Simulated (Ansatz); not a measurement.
in.yaml

```yaml
crystal:
  periodic: [false, false, false]
  atoms:
    - {symbol: Al, position_ang: [0.000000, 0.000000, 0.000000]}
    - {symbol: Ga, position_ang: [0.000000, 0.000000, 2.748000]}
basis:
  gaussian: {orbitals: cc-pVDZ}
magnetization: {spin_polarized: true, initial_magnetization: 0}
hamiltonian: {pseudopotentials: {relativity: none}}
correlation: {method: mp2, electrons: outside_noble_gas}
```

```sh
$ ansatz run in.yaml --threads 1 --pin off --events-out ev --progress --plain --max-ram 2393MiB
```

The program prints:

```
506 factors; integrals over basis functions are off by at most 7.0e-4 eV
mean field evaluation 1: about -58913.6504 eV, gradient 2.2e0 eV
mean field evaluation 2: about -58913.6688 eV, gradient 2.2e0 eV
mean field evaluation 4: about -58913.7693 eV, gradient 2.0e-1 eV
mean field evaluation 8: about -58913.7704 eV, gradient 4.6e-7 eV
mean field evaluation 16: about -58913.8850 eV, gradient 7.6e-1 eV
mean field evaluation 32: about -58914.3501 eV, gradient 2.5e0 eV
mean field evaluation 64: about -58914.2091 eV, gradient 2.3e-1 eV
mean field evaluation 96: about -58915.0713 eV, gradient 8.3e-2 eV
mean field evaluation 128: about -58915.0716 eV, gradient 1.1e-6 eV
mean field evaluation 160: about -58914.5532 eV, gradient 1.1e-6 eV
mean field evaluation 192: about -58915.0716 eV, gradient 1.6e-3 eV
mean field evaluation 224: about -58914.6978 eV, gradient 1.1e0 eV
mean field evaluation 256: about -58915.1547 eV, gradient 3.7e-1 eV
mean field evaluation 288: about -58914.4300 eV, gradient 2.2e-1 eV
mean field evaluation 320: about -58914.8070 eV, gradient 2.0e0 eV
mean field evaluation 352: about -58915.0716 eV, gradient 8.6e-4 eV
mean field evaluation 384: about -58915.0716 eV, gradient 5.6e-6 eV
mean field -58915.16704616 eV, -2165.0924548120 hartree, gradient 2.7e-6 eV, S^2 1.153078; 30 other end points of the search recorded, 0 dependent functions left out
19 core orbitals not correlated: weight in the atoms' cores, before any rotation towards them, 1.000 or more for the frozen orbitals, at most 0.000 for the correlated occupied ones
reference -58915.16704616 eV, -2165.0924548120 hartree; 3, 3 occupied and 23, 23 virtual orbitals, 506 factors
second order -1.75554304 eV of doubles, -0.00000000 eV of singles
Total energy: -58916.92258921 eV, -2165.1569698289 hartree
```

Ran on 1 thread of Arm Neoverse V2, shared host: 5.5 s wall, 0.17 GiB peak host memory.
